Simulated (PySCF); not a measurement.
hydrogen peroxide (H2O2), SMILES OO.

Geometry optimised at B3LYP-D3(BJ)/def2-TZVP. The geometry has at least one imaginary mode, so it is a saddle point at that level.

Method: CAM-B3LYP/def2-TZVPD (PySCF).

Symmetry labels are those of the subgroup C2h that the program uses (full group C2h).

Computed valence orbital energies around the gap with their symmetry:
```csv
orbital,symmetry,energy (eV)
HOMO−7,Bu,-524.31
HOMO−6,Ag,-32.85
HOMO−5,Bu,-26.93
HOMO−4,Bu,-16.19
HOMO−3,Ag,-16.03
HOMO−2,Au,-13.25
HOMO−1,Ag,-12.17
HOMO,Bg,-9.25
LUMO,Bu,0.63
LUMO+1,Ag,0.87
LUMO+2,Bu,1.86
LUMO+3,Au,2.68
```
